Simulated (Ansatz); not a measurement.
Calculated with Ansatz (gas phase, PBE0-D4/def2-TZVP geometries, no zero-point term in ΔE). CCSD(T)/CBS is the MP2 limit (def2-TZVPP, def2-QZVPP) plus CCSD(T) − MP2 in def2-TZVPP, frozen cores. Functionals use def2-TZVPP. B3LYP here is the variant with VWN-RPA as its local correlation; programs differ in this. Each species was taken in one conformer, which may not be the lowest.

Consider the isomerisation: `CC(Cl)OCF` → `COC(F)CCl`.

`CC(Cl)OCF`:

Z-matrix (Å, degrees):
```
C
C 1 1.499
H 1 1.089 2 110.3
H 1 1.092 2 109.0 3 -120.0
H 1 1.090 2 110.0 3 120.5
Cl 2 1.818 1 109.8 3 -57.9
O 2 1.388 1 108.7 3 -178.9
H 2 1.091 1 112.7 3 57.6
C 7 1.378 2 115.7 1 -169.2
F 9 1.376 7 110.6 2 68.6
H 9 1.090 7 106.8 2 -173.8
H 9 1.094 7 111.6 2 -50.8
```

`COC(F)CCl`:

Z-matrix (Å, degrees):
```
C
O 1 1.414
H 1 1.096 2 110.7
H 1 1.088 2 106.8 3 -118.8
H 1 1.093 2 111.2 3 121.9
C 2 1.360 1 114.3 3 -56.2
C 6 1.509 2 109.7 1 169.5
F 6 1.391 2 110.2 1 -73.3
H 6 1.099 2 112.0 1 44.5
Cl 7 1.772 6 110.8 2 -72.1
H 7 1.089 6 109.6 2 47.6
H 7 1.088 6 109.6 2 168.6
```

| level | ΔE (kJ/mol) | difference from CCSD(T)/CBS |
| --- | --- | --- |
| PBE-D4 | 21.6 | 3.3 |
| r2SCAN-D4 | 21.4 | 3.1 |
| PBE0-D4 | 19.5 | 1.2 |
| B3LYP-D4 | 19.1 | 0.8 |
| ωB97M-V | 17.7 | -0.6 |
| B2PLYP | 18.4 | 0.1 |
| PBE | 20.6 | 2.3 |
| r2SCAN | 21.2 | 2.9 |
| PBE0 | 18.7 | 0.4 |
| HF/def2-TZVPP | 12.0 | -6.3 |
| MP2/def2-TZVPP | 20.6 | 2.3 |
| SCS-MP2/def2-TZVPP | 18.0 | -0.3 |
| MP2/def2-QZVPP | 20.7 | 2.4 |
| SCS-MP2/def2-QZVPP | 18.1 | -0.2 |
| HF/CBS(def2) | 11.8 | -6.5 |
| MP2/CBS(def2) | 20.9 | 2.6 |
| CCSD(T)/CBS | 18.3 | 0 |

Largest T1 diagnostic among the species: 0.011.

In def2-TZVPP, CCSD(T) changes the Hartree–Fock value by +6.1 kJ/mol (the triples alone add +1.8 kJ/mol) and MP2 by +8.7 kJ/mol.

CCSD(T)/CBS has its own doubt, a few kJ/mol and more with outer-core shells, so smaller differences from it don't rank the levels.
